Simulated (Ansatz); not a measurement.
Relaxation of C3H7FO2 (13 atoms, charge 0, multiplicity 1), to a largest force component of 0.02 eV/Å in at most 50 steps.

Computed with RKS PBE0-D4/def2-SVP (Ansatz).

```xyz
13
Properties=species:S:1:pos:R:3
O -0.203 -2.147 -0.126
C -0.558 -0.790 0.338
C 0.496 0.168 -0.178
O 0.626 0.141 -1.602
C 0.305 1.582 0.311
F -1.001 1.958 0.146
H -0.954 -2.676 0.159
H -1.498 -0.496 -0.066
H -0.587 -0.792 1.474
H 1.132 0.961 -1.829
H 0.472 -0.818 -1.805
H 0.938 2.315 -0.204
H 0.466 1.699 1.383
```

Task: Where does it end, and by what steps?

Result: It converged. After 9 steps the energy has fallen by 1.806 eV; H10 moved furthest, 0.82 Å.

```csv
step,energy less start (eV),largest force component (eV/Å),accepted
0,0.0000,5.719,yes
1,-1.0082,2.271,yes
2,-1.4714,1.333,yes
3,-1.6847,0.555,yes
4,-1.7663,0.375,yes
5,-1.7908,0.723,yes
6,-1.8029,0.341,yes
7,-1.8027,0.269,no
8,-1.8058,0.040,yes
9,-1.8061,0.015,yes
```

```xyz
13
Properties=species:S:1:pos:R:3
O -0.130 -1.922 -0.342
C -0.449 -0.734 0.399
C 0.586 0.282 0.040
O 0.451 0.117 -1.637
C 0.211 1.659 0.352
F -1.145 2.012 0.182
H -0.916 -2.478 -0.385
H -1.495 -0.443 0.150
H -0.397 -0.902 1.490
H 1.386 0.185 -1.872
H 0.281 -0.869 -1.568
H 0.799 2.390 -0.228
H 0.452 1.807 1.421
```

Whether the end is a true minimum wasn't checked by a vibrational analysis.

Run time: 28 s on 2 threads of Intel(R) Xeon(R) Platinum 8488C (Sapphire Rapids), on a shared host, peak memory 0.3 GiB.
